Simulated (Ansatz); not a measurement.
System: chalcopyrite CdGeAs₂. Method: r²SCAN-D4 in Ansatz (PAW).

Numerical settings: plane-wave cutoff 500 eV, 10×10×10 k mesh, Fermi–Dirac smearing 0.05 eV, scalar-relativistic PAW data made under PBE.

Cell (relaxed at this level):

```cif
data_As8Cd4Ge4
_chemical_formula_sum 'Cd4 Ge4 As8'
_space_group_name_H-M_alt 'I-42d'
_space_group_IT_number 122
_space_group_name_Hall 'I -4 2bw'
_cell_length_a 5.95989
_cell_length_b 5.95989
_cell_length_c 11.24818
_cell_angle_alpha 90.000
_cell_angle_beta 90.000
_cell_angle_gamma 90.000
loop_
_atom_site_label
_atom_site_type_symbol
_atom_site_symmetry_multiplicity
_atom_site_Wyckoff_symbol
_atom_site_fract_x
_atom_site_fract_y
_atom_site_fract_z
_atom_site_occupancy
Cd1 Cd 4 b 0.00000 0.00000 0.50000 1
Ge1 Ge 4 a 0.00000 0.00000 0.00000 1
As1 As 8 d 0.25000 0.27852 0.37500 1
```
(The calculation used a cell of 8 atoms; values per cell refer to that cell.)

Task: What does this level give for the band gap?

Result: 
* **band gap**: 0.17 eV (on the SCF k mesh)

Measured, for comparison: band gap 0.57 eV (temperature not stated, no zero-point or thermal correction, direct; as tabulated in Rashkeev et al. (1999), arXiv:cond-mat/9809378).

Spin–orbit coupling is not included.

Static lattice: no zero-point or thermal effects.

Computing time: about 7 core-minutes (a rough figure).

Ansatz is an electronic-structure program.
